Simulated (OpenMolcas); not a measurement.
# doublet CH2ClF− at 6 levels

Aim: a comparison of 6 runs (UHF/aug-cc-pVDZ, UB3LYP/6-31G*, UBLYP/aug-cc-pVDZ, UM06-2X/aug-cc-pVDZ, UM06-L/aug-cc-pVDZ) of doublet CH2ClF−. 

The calculation is run with OpenMolcas 26.06.

## Step 1: The molecule

The species is CH2ClF− (5 atoms), meant as a doublet with charge -1. SMILES of the parent species: `FCCl`. The shape is that of a PBE0-D4/def2-TZVP optimisation. That shape belongs to the parent species and isn't relaxed for this state.

Bond lengths: F1–C2 1.355 Å, C2–Cl3 1.766 Å, C2–H4 1.089 Å, C2–H5 1.089 Å. Angles: F1–C2–Cl3 110.5°, F1–C2–H4 109.3°, F1–C2–H5 109.3°, Cl3–C2–H4 107.8°, Cl3–C2–H5 107.8°, H4–C2–H5 112.3°.

## Step 2: The energy at UHF/aug-cc-pVDZ (run 1)

File test.input:

```
* CH2ClF Hartree-Fock
>>> EXPORT MOLCAS_PRINT=2
&GATEWAY
BasLib = $CurrDir
Coord
5
angstrom
F       -0.970450       0.560520       0.766500
C        0.083560       0.089320       0.058070
Cl      -0.422970      -1.232890      -0.998060
H        0.832130      -0.302600       0.745580
H        0.477720       0.885670      -0.572080
Basis = aug-cc-pVDZ
Group = NoSym
&SEWARD
&SCF
UHF
Charge = -1
Spin = 2
Thresholds = 1e-10 1e-07 1e-07 1e-05
PrOrbitals = 1
```

The basis set aug-cc-pVDZ is read from a file made from the Basis Set Exchange's data (not shown).

Run with:

```
export MOLCAS_MEM=1860
pymolcas test.input > test.log
```

Output:

```text
--- Start Module: gateway ---
[...]
--- Stop Module: gateway /rc=_RC_ALL_IS_WELL_ ---
--- Start Module: seward ---
[...]
      Basis functions           91
--- Stop Module: seward /rc=_RC_ALL_IS_WELL_ ---
[...]
--- Start Module: scf ---
[...]
       Convergence after  20 Iterations
[...]
::    Total SCF energy                               -597.9500186012
[...]
      Total spin, S                                     0.5000844428
[...]
      Total electronic charge=   35.000000
      Total            charge=   -1.000000
[...]
      Dipole Moment (debye):
      Origin of the operator (angstrom)=   -0.4546   -0.4531   -0.2864
                   X= -7.5025E+00               Y= -4.9374E+00               Z= -2.4346E+00           Total=  9.3055E+00
      Center of Charge (angstrom)
[...]
--- Stop Module: scf /rc=_RC_ALL_IS_WELL_ ---
[...]
```

Run time: 8.1 s. Hardware: 1 thread of Arm Neoverse V2, shared host; peak memory 0.5 GiB.

## Step 3: A single-point energy at UB3LYP/6-31G(d) (spherical functions) (run 2)

File input.xyz:

```xyz
5

F     -0.970450     0.560520     0.766500
C      0.083560     0.089320     0.058070
Cl    -0.422970    -1.232890    -0.998060
H      0.832130    -0.302600     0.745580
H      0.477720     0.885670    -0.572080
```

File calc.inp:

```
>>> EXPORT MOLCAS_PRINT=2

&GATEWAY
  BasLib=$CurrDir
  Coord=input.xyz
  Basis=6-31Gs
  Group=NoSym

&SEWARD
  GridInput
  Grid=UltraFine
  End of Grid

&SCF
  UHF
  Charge=-1
  Spin=2
  KSDFT=B3LYP
  Thresholds=1e-10 1e-07 1e-07 1e-05
  PrOrbitals=1 1
```

The basis set 6-31G* is read from a file made from the Basis Set Exchange's data (not shown).

Run with:

```
export MOLCAS_MEM=1860
pymolcas calc.inp > calc.log
```

Output:

```text
--- Start Module: gateway ---
[...]
--- Stop Module: gateway /rc=_RC_ALL_IS_WELL_ ---
--- Start Module: seward ---
[...]
      Basis functions           50
--- Stop Module: seward /rc=_RC_ALL_IS_WELL_ ---
--- Start Module: scf ---
[...]
       Convergence after  19 Iterations
[...]
::    Total KS-DFT energy                            -599.2011385303
[...]
      Total spin, S                                     0.5007947302
[...]
      Total electronic charge=   35.000000
      Total            charge=   -1.000000
[...]
      Dipole Moment (debye):
      Origin of the operator (angstrom)=   -0.4546   -0.4531   -0.2864
                   X= -1.6272E-01               Y=  1.2928E+00               Z=  1.2096E+00           Total=  1.7780E+00
      Center of Charge (angstrom)
[...]
--- Stop Module: scf /rc=_RC_ALL_IS_WELL_ ---
[...]
```

Run time: 14 s. Hardware: 1 thread of Arm Neoverse V2, shared host; peak memory 0.38 GiB.

Runs 3 to 5 aren't shown in full; the table further down has their settings and results.

## Step 4: The energy at UM06-L/aug-cc-pVDZ (run 6)

File coord.xyz:

```xyz
5

F     -0.970450     0.560520     0.766500
C      0.083560     0.089320     0.058070
Cl    -0.422970    -1.232890    -0.998060
H      0.832130    -0.302600     0.745580
H      0.477720     0.885670    -0.572080
```

File job.input:

```
&GATEWAY
BasLib = $CurrDir
Coord = coord.xyz
Basis = aug-cc-pVDZ
Group = NoSym
&SEWARD
GridInput
Grid=UltraFine
End of Grid
&SCF
UHF
Charge = -1
Spin = 2
KSDFT = M06L
Thresholds = 1e-10 1e-07 1e-07 1e-05
PrOrbitals = 1 2
```

The basis set aug-cc-pVDZ is read from a file made from the Basis Set Exchange's data (not shown).

Run with:

```
export MOLCAS_MEM=1860
pymolcas job.input > job.log
```

Output:

```text
--- Start Module: gateway ---
[...]
--- Stop Module: gateway /rc=_RC_ALL_IS_WELL_ ---
--- Start Module: seward ---
[...]
      Basis functions           91
--- Stop Module: seward /rc=_RC_ALL_IS_WELL_ ---
[...]
--- Start Module: scf ---
[...]
       Convergence after  43 Iterations
[...]
::    Total KS-DFT energy                            -599.3082562593
[...]
      Total spin, S                                     0.5006804373
[...]
      Total electronic charge=   35.000000
      Total            charge=   -1.000000
[...]
      Dipole Moment (debye):
      Origin of the operator (angstrom)=   -0.4546   -0.4531   -0.2864
                   X= -8.0690E+00               Y= -5.3928E+00               Z= -2.6929E+00           Total=  1.0072E+01
      Center of Charge (angstrom)
[...]
--- Stop Module: scf /rc=_RC_ALL_IS_WELL_ ---
[...]
```

It took 2.4 min on 1 thread of Arm Neoverse V2, shared host; peak memory 0.5 GiB.

## Step 5: Overview of the runs

```csv
run,level,integration grid,Cartesian functions,energy (Eh),HOMO energy (eV),LUMO energy (eV),⟨S²⟩,wall time
1,UHF/aug-cc-pVDZ,–,no,-597.950019,0.85,3.89,0.750,8.1 s
2,UB3LYP/6-31G* (spherical functions),UltraFine,no,-599.201139,6.02,8.55,0.752,14 s
3,UB3LYP/6-31G* (Cartesian functions),UltraFine,yes,-599.206792,6.01,8.54,0.752,16 s
4,UBLYP/aug-cc-pVDZ,UltraFine,no,-599.310636,2.03,2.52,0.750,44 s
5,UM06-2X/aug-cc-pVDZ,UltraFine,no,-599.265422,1.43,3.33,0.750,77 s
6,UM06-L/aug-cc-pVDZ,UltraFine,no,-599.308256,2.14,2.41,0.751,2.4 min
```

## Step 6: Results

| quantity | value |
| --- | --- |
| run 6: total energy | -599.30826 Eh |
| run 6: HOMO energy (highest over α and β) | 2.14 eV |
| run 6: LUMO energy (lowest over α and β) | 2.41 eV |
| run 6: ⟨S²⟩ | 0.751 |

**Reading.** Totals of different functionals can't be ranked against each other. In runs 1, 2, 3, 4, 5, 6 the HOMO lies above zero, so the outermost electron may be held by the basis alone. All runs together took 5.1 min, the longest 2.4 min.
